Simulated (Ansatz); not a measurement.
Reaction (SMILES): Cl (HCl) → [Cl-] + H+
B3LYP-D3(BJ)/def2-TZVP geometries, fixed; electronic energies without zero-point terms.

Energies in hartree at CCSD(T) with Ansatz (a first-principles code); the deprotonation energy is their sum with the coefficients shown, times 627.509 kcal/mol a hartree; the bare proton counts zero. All functions are spherical. Cores are frozen. No added dispersion term, no relativity.

```
species   coefficient          part  aug-cc-pV(D+d)Z  aug-cc-pV(T+d)Z  aug-cc-pV(Q+d)Z
--------  -----------  ------------  ---------------  ---------------  ---------------
Cl (HCl)           -1  Hartree-Fock       -460.09470       -460.10853       -460.11189
Cl (HCl)           -1   correlation         -0.18499         -0.23716         -0.25392
[Cl-]              +1  Hartree-Fock       -459.56364       -459.57348       -459.57635
[Cl-]              +1   correlation         -0.18015         -0.23315         -0.25204
```

**Question.** Predict the deprotonation energy in aug-cc-pV(5+d)Z (X = 5): let each Hartree-Fock step shrink by the ratio of the last two, and fit each correlation energy at X = 3 and 4 to E + A/X^3. Compare with the run.

**Answer.** 
- Cl (HCl): steps -0.01383 and -0.00336, ratio 0.243, so Hartree-Fock -460.11271 (run: -460.11250); A = (-0.23716 - (-0.25392))/(1/27 - 1/64) = 0.7827, correlation -0.25392 - A/64 + A/125 = -0.25989 (run: -0.25944).
- [Cl-]: steps -0.00984 and -0.00287, ratio 0.292, so Hartree-Fock -459.57719 (run: -459.57679); A = (-0.23315 - (-0.25204))/(1/27 - 1/64) = 0.8822, correlation -0.25204 - A/64 + A/125 = -0.25877 (run: -0.25804).
Predicted 336.75 kcal/mol; the run in aug-cc-pV(5+d)Z gives 337.04, a miss of -0.29. Keeping the value in aug-cc-pV(Q+d)Z, 337.24, would miss by 0.19. All sums are of the energies as printed.
